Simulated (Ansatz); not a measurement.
For rock-salt SrO, r²SCAN-D4 in Ansatz (plane waves, PAW) gives:

| Quantity | Value |
|---|---|
| lattice parameter a | 5.148 Å |
| cohesive energy | 5.36 eV/atom |

What does Hartree–Fock (plane waves, PAW; Ansatz, a program for electronic structure) give for the same quantities?


- lattice constant a: 5.222 Å (grows by 1.4 %)
- cohesive energy: 3.36 eV/atom (drops by 2.00 eV/atom)

For comparison: lattice constant a 5.16 Å (measured, 300 K, not corrected to a static lattice; as tabulated in Santana et al. (2016), arXiv:1608.06321); cohesive energy 5.23 ± 0.03 eV/atom (worked out here from tabulated enthalpies at 298 K, copied from a table, unchecked, brought to a static lattice with a Debye model, atoms in their spin–orbit ground levels; inputs from the CRC Handbook).

Changes are worked out from the printed values.

Unless a cell is named, each level is at its own relaxed cell (r²SCAN-D4 17.06, Hartree–Fock 17.80 Å³/atom).

Ansatz's density-functional and Hartree–Fock values are scalar-relativistic unless marked +SOC, with PAW data made under PBE.
